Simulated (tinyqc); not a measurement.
Worked calculation: UHF in the sto-3g basis, for BH3, spin multiplicity 1. One step of it, computed by the program tinyqc.

Problem. Orthogonalisation. S = U s U^T; symmetric (Loewdin) form X = U s^(-1/2) U^T, so that X^T S X = 1.

overlap S, order 1B 1s, 1B 2s, 1B 2px, 1B 2py, 1B 2pz, 2H 1s, 3H 1s, 4H 1s:
```
[[1.000000, 0.269328, 0.000000, 0.000000, 0.000000, 0.045358, 0.045327, 0.045327],
 [0.269328, 1.000000, 0.000000, 0.000000, 0.000000, 0.392460, 0.392314, 0.392314],
 [0.000000, 0.000000, 1.000000, 0.000000, 0.000000, 0.427172, -0.213635, -0.213635],
 [0.000000, 0.000000, 0.000000, 1.000000, 0.000000, 0.000000, 0.369778, -0.369778],
 [0.000000, 0.000000, 0.000000, 0.000000, 1.000000, -0.000314, -0.000314, -0.000314],
 [0.045358, 0.392460, 0.427172, 0.000000, -0.000314, 1.000000, 0.064751, 0.064751],
 [0.045327, 0.392314, -0.213635, 0.369778, -0.000314, 0.064751, 1.000000, 0.064789],
 [0.045327, 0.392314, -0.213635, -0.369778, -0.000314, 0.064751, 0.064789, 1.000000]]
```

Give: eigenvalues of S; X.

Solution.

eigenvalues of S: [0.347, 0.443, 0.444, 0.964, 1.000, 1.492, 1.492, 1.819]

X, order 1B 1s, 1B 2s, 1B 2px, 1B 2py, 1B 2pz, 2H 1s, 3H 1s, 4H 1s:
```
[[1.033, -0.170, 0.000, 0.000, 0.000, 0.025, 0.025, 0.025],
 [-0.170, 1.273, 0.000, 0.000, 0.000, -0.256, -0.256, -0.256],
 [0.000, 0.000, 1.139, 0.000, 0.000, -0.278, 0.139, 0.139],
 [0.000, 0.000, 0.000, 1.139, 0.000, 0.000, -0.241, 0.241],
 [0.000, 0.000, 0.000, 0.000, 1.000, 0.000, 0.000, 0.000],
 [0.025, -0.256, -0.278, 0.000, 0.000, 1.171, -0.010, -0.010],
 [0.025, -0.256, 0.139, -0.241, 0.000, -0.010, 1.171, -0.010],
 [0.025, -0.256, 0.139, 0.241, 0.000, -0.010, -0.010, 1.171]]
```
